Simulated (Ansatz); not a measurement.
# HS−: small, medium and large basis sets

Aim: see how fast density functionals converge with the basis set for HS−.

Computed with Ansatz 0.2.0, Gaussian basis. Level: one geometry, several basis sets.

Plan: PBE0-D4/def2-SVPD; ωB97M-V/def2-SVPD; PBE0-D4/def2-QZVPPD; ωB97M-V/def2-QZVPPD; the functionals' def2-TZVPPD values are taken from earlier runs.

## 1. The geometry

The geometry comes from an earlier relaxation with PBE0-D4 in a triple-zeta def2 set; it is a stationary point.

SMILES `[SH-]`, 2 atoms, charge -1, spin multiplicity 1.

Atoms are counted from 1 here; the program's logs count them from 0.

Bond lengths: S1–H2 1.346 Å.

## 2. PBE0-D4 in def2-SVPD

Input file in.yaml:

```yaml
crystal:
  periodic: [false, false, false]
  atoms:
    - {symbol: S, position_ang: [0.574726, -0.187869, 0.295541]}
    - {symbol: H, position_ang: [-0.574726, 0.187869, -0.295541]}
basis:
  gaussian: {orbitals: def2-SVPD}
total_charge: -1
hamiltonian: {xc: pbe0, dispersion: d4}
output: {orbitals: {seedname: orbitals}}
```

The run is started by

```
$ ansatz run in.yaml --threads 2 --pin off --events-out ev --progress --plain --max-ram 32768MiB --backend cpu
```

Further steps of the session: ωB97M-V in def2-SVPD; PBE0-D4 in def2-QZVPPD; ωB97M-V in def2-QZVPPD.

Before running them: what should the planned runs give, taken together? Wanted: PBE0-D4: double and triple zeta above quadruple; ωB97M-V: double and triple zeta above quadruple.

As calculated:

| quantity | value |
| --- | --- |
| PBE0-D4: double and triple zeta above quadruple | 3.87, 0.32 eV |
| ωB97M-V: double and triple zeta above quadruple | 3.81, 0.30 eV |

**Reading.** PBE0-D4 gains 3.55 eV from double to triple zeta, then 0.32 eV more. These are total energies; as a rule much of such shifts cancels in differences, which this series doesn't test. The LUMO of ωB97M-V is positive and keeps falling with the basis (6.36 to 4.59 eV): an unbound level that the basis holds in place.
